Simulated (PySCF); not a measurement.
Geometry:
```csv
atom,x (Å),y (Å),z (Å)
B1,0.077,0.128,0.000
H2,1.279,0.070,0.015
H3,-0.535,1.164,-0.020
Cl4,-0.821,-1.361,0.005
```

Geometry: PBE0-D3(BJ)/def2-SVP; GIAO shifts from PySCF 2.14.0 with density-fitted response routines, gas phase, non-relativistic, averaged over equivalent atoms.

At PBE0/pcSseg-1 (51 basis functions, 3.4 s wall time on 1 thread of an Arm Neoverse N1, shared host):
```json
{"atoms": "B1", "δ (ppm)": "76.8"}
{"atoms": "H2/H3", "δ (ppm)": "7.05"}
{"atoms": "Cl4", "δ (ppm)": "350.9"}
```

Shifts are taken against calculated references (same method and geometry level): BF3·OEt2 for ¹¹B (σref 100.73); ¹H (σref 31.27) vs TMS; ³⁵Cl (σref 943.27) against HCl.

**Question.** Estimate the result of repeating the calculation with wB97X-D/pcSseg-1.

**Answer.** 
| atoms | δ at wB97X-D/pcSseg-1 | change |
| --- | --- | --- |
| B1 | 73.4 | -3.4 |
| H2/H3 | 6.85 | -0.20 |
| Cl4 | 315.4 | -35.5 |

References, each an isolated molecule treated in the same way: ¹¹B (101.61 ppm) against BF3·OEt2; ¹H (31.38 ppm) against TMS; ³⁵Cl (939.37 ppm) vs HCl.

The largest change is at Cl4 (chlorine bonded to B). Cost: 51 basis functions, 1.5 s wall time on 1 thread of an Arm Neoverse N1, shared host.
